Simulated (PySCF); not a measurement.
System (SMILES): [Si-]#[O+] (O-Si).
Geometry (B3LYP-D3(BJ)/def2-TZVP, fixed):
```xyz
2

Si     0.0000     0.0000    -0.5502
O      0.0000     0.0000     0.9629
```
Charge 0, spin multiplicity 1.

Basis-set convergence of the lowest singlet excitation energy at CAM-B3LYP with PySCF. Tamm-Dancoff approximation; the state is taken by its order, and sets in which it differs in degeneracy or brightness are left out, yet its character can still change. All functions are spherical. Density fitting with generated auxiliary sets. No added dispersion term, no relativity. Reference: the value in aug-pcseg-3, 5.477 eV, itself unsure by roughly 0.006 eV (its mean distance from aug-cc-pV(Q+d)Z, aug-pcseg-2, aug-cc-pV(T+d)Z). Deviations are taken from unrounded values. Cost is core time over that of def2-TZVP, rough, on shared machines of one kind; a dash marks a row that isn't timed (too short, read off another run, short of memory, by another algorithm or on other hardware).

```tsv
basis	functions	cost
def2-SVP	32	-
def2-SVPD	47	0.6×
def2-TZVP	68	1×
def2-TZVPP	73	2×
def2-TZVPD	83	3×
def2-TZVPPD	88	3×
def2-QZVPP	127	6×
def2-QZVPPD	142	10×
```

**Question.** Which is the smallest def2 set listed that can be trusted to 0.05 eV here, that is, within that of the reference together with its larger relatives (same family, alike in diffuse functions; a set with none to test it counts only in the reference's own line)?

**Answer.** The smallest set listed that lies within 0.05 eV of the reference with all its larger relatives (same family, alike in diffuse functions; a set with none counts only in the reference's own line) is def2-TZVP (68 functions, 1× in cost, 0.004 eV off). Value minus reference: def2-SVP 0.065, def2-SVPD 0.130, def2-TZVP 0.004, def2-TZVPP 0.006, def2-TZVPD 0.011, def2-TZVPPD 0.013, def2-QZVPP 0.003, def2-QZVPPD 0.002 eV.
